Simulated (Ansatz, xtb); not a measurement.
# Two isomers of C4H9N

Structure I is `C[C@@H]1C[C@@H]1N`, a singlet and structure II is `CC1(N)CC1`, a singlet. Both are isolated molecules in the gas phase, relaxed with PBE0-D3(BJ)/def2-SVP; the shapes shown needn't be the lowest conformers.

I (Å):

```yaml
atoms:
  - { symbol: C, position_ang: [-2.3855, -0.0867, -1.6291] }
  - { symbol: C, position_ang: [-1.1100, -0.8556, -1.4160] }
  - { symbol: C, position_ang: [-0.5164, -0.9947, -0.0440] }
  - { symbol: C, position_ang: [0.1766, -0.1465, -1.0713] }
  - { symbol: N, position_ang: [0.1383, 1.2697, -0.8816] }
  - { symbol: H, position_ang: [-2.4994, 0.2129, -2.6837] }
  - { symbol: H, position_ang: [-2.3874, 0.8271, -1.0192] }
  - { symbol: H, position_ang: [-3.2644, -0.6927, -1.3580] }
  - { symbol: H, position_ang: [-0.9858, -1.7271, -2.0685] }
  - { symbol: H, position_ang: [-0.0631, -1.9450, 0.2494] }
  - { symbol: H, position_ang: [-1.0135, -0.4510, 0.7646] }
  - { symbol: H, position_ang: [1.0843, -0.5879, -1.5133] }
  - { symbol: H, position_ang: [0.8511, 1.5648, -0.2181] }
  - { symbol: H, position_ang: [0.3213, 1.7592, -1.7551] }
```

II (Å):

```yaml
atoms:
  - { symbol: C, position_ang: [-2.1164, -0.9091, -0.7296] }
  - { symbol: C, position_ang: [-0.9711, -0.0432, -1.1892] }
  - { symbol: C, position_ang: [0.3810, -0.6625, -1.3410] }
  - { symbol: C, position_ang: [0.1208, 0.2860, -0.1969] }
  - { symbol: N, position_ang: [-1.3773, 0.9099, -2.1864] }
  - { symbol: H, position_ang: [-1.7880, -1.6502, 0.0133] }
  - { symbol: H, position_ang: [-2.9065, -0.2962, -0.2643] }
  - { symbol: H, position_ang: [-2.5599, -1.4371, -1.5875] }
  - { symbol: H, position_ang: [-0.5707, 1.3881, -2.5806] }
  - { symbol: H, position_ang: [-1.9605, 1.6301, -1.7608] }
  - { symbol: H, position_ang: [1.0128, -0.3136, -2.1640] }
  - { symbol: H, position_ang: [0.4929, -1.7279, -1.1212] }
  - { symbol: H, position_ang: [0.0635, -0.1242, 0.8158] }
  - { symbol: H, position_ang: [0.5685, 1.2828, -0.2543] }
```

Quicker runs give these differences E(II) − E(I): GFN2-xTB −8.61 kJ/mol; HF/STO-3G +0.61 kJ/mol (at GFN2-xTB geometries); r2SCAN-D4/def2-SVP +1.62 kJ/mol (at GFN2-xTB geometries).

Task: Estimate which is lower in electronic energy at CCSD(T)/def2-SVP + ΔMP2/def2-TZVPP, and by roughly how much.

Result: CCSD(T)/def2-SVP + ΔMP2/def2-TZVPP gives E(II) − E(I) = −2.60 kJ/mol, slightly favouring structure II, which is too small a margin to settle the true order.

How the difference moves with the method:

| level | geometry | E(II) − E(I) (kJ/mol) | departure from the last row (kJ/mol) | job, with rough time for the two |
| --- | --- | --- | --- | --- |
| GFN2-xTB | GFN2-xTB | −8.61 | −6.01 | optimisation, 0.1 s |
| HF/STO-3G | GFN2-xTB | +0.61 | +3.21 | single point, 0.28 s |
| r2SCAN-D4/def2-SVP | GFN2-xTB | +1.62 | +4.21 | single point, 2 s |
| PBE0-D3(BJ)/def2-SVP | PBE0-D3(BJ)/def2-SVP | +3.17 | +5.76 | optimisation, 21 s |
| HF/def2-SVP | PBE0-D3(BJ)/def2-SVP | +3.63 | +6.23 | part of the CCSD(T) run |
| MP2/def2-SVP | PBE0-D3(BJ)/def2-SVP | −1.16 | +1.44 | part of the CCSD(T) run |
| CCSD(T)/def2-SVP | PBE0-D3(BJ)/def2-SVP | −0.68 | +1.92 | single point |
| CCSD(T)/def2-SVP + ΔMP2/def2-TZVPP | PBE0-D3(BJ)/def2-SVP | −2.60 |  | single point, 19 s |

As drawn, both hold the same kinds of bond in the same numbers.

The largest departure from CCSD(T)/def2-SVP + ΔMP2/def2-TZVPP is that of HF/def2-SVP, 6.23 kJ/mol. The last row adds to CCSD(T) the change of the MP2 difference between the two basis sets, here −1.92 kJ/mol.

With thermal terms from frequencies at re-optimised GFN2-xTB minima (ideal gas, soft modes damped towards free rotors, one conformer each, 298.15 K, 1 atm): the zero-point term adds −0.45 kJ/mol; ΔH is −3.07 and ΔG −2.63 kJ/mol.

The correlated steps freeze 5 core orbitals. Mirror images aren't counted in ΔG. Run with Ansatz 0.2.0, xtb 6.7.1; the last row on 2 threads of AMD EPYC 9R45 96-Core Processor (Zen 5) on a shared host.
